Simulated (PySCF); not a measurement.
## Electric field gradients and quadrupole coupling constants

Compound: pyridazine, C4H4N2.
Numbering: `[cH:1]1[cH:2][cH:3][n:4][n:5][cH:6]1` (hydrogens: H7 on C1; H8 on C2; H9 on C3; H10 on C6)

Cartesian coordinates in Å at the PBE0-D3(BJ)/def2-SVP level; atoms count from 1:
```
atom  x, y, z in Å
C1     0.6613    0.8342   -0.0694
C2    -0.6975    0.7848    0.1877
C3    -1.2861   -0.4813    0.2138
N4    -0.6104   -1.6074    0.0066
N5     0.6814   -1.5606   -0.2381
C6     1.3055   -0.3873   -0.2774
H7     1.2126    1.7763   -0.1100
H8    -1.2901    1.6855    0.3632
H9    -2.3555   -0.6078    0.4098
H10    2.3788   -0.4364   -0.4862
```

Field gradients from the B3LYP/pcJ-1 density (PySCF, non-relativistic), principal values in atomic units, ordered |Vxx| ≤ |Vyy| ≤ |Vzz|:

```tsv
atom	Vxx	Vyy	Vzz
N4	0.5475	0.7634	-1.3109
N5	0.5476	0.7630	-1.3106
```

Q: Find the asymmetry η = (Vxx − Vyy)/Vzz and the couplings χ = eQV/h (234.96 MHz × Q in barn × V in au), with Q(14N) = 0.02044 b.

A: 
| atom | environment | nucleus | η | χzz (MHz) | χxx (MHz) | χyy (MHz) |
| --- | --- | --- | --- | --- | --- | --- |
| N4 | pyridine-type nitrogen | 14N | 0.16 | -6.30 | 2.63 | 3.67 |
| N5 | pyridine-type nitrogen | 14N | 0.16 | -6.29 | 2.63 | 3.66 |

The tensor is traceless: Vxx + Vyy + Vzz = 0.

Q: What is Vzz at N5 in SI units (1 au = 9.71736 × 10²¹ V/m²)?

A: -1.3106 au = -12.735 × 10²¹ V/m².

Q: And the gradient at the other heavy atoms, for which no coupling is worked out here?

A: 
```
atom                          environment  Vzz (au)     η
  C1                   aromatic CH carbon     0.361  0.23
  C2                   aromatic CH carbon     0.361  0.23
  C3  aromatic CH next to a ring nitrogen     0.317  0.32
  C6  aromatic CH next to a ring nitrogen     0.317  0.32
```

Were the hydrogens deuterons (Q(2H) = 0.00286 b), χzz would run from 192 kHz (H9 and H10) to 196 kHz (H7 and H8).

Isolated species at its PBE0-D3(BJ)/def2-SVP geometry, gas phase. With a basis this small, the couplings can be 20 % off.
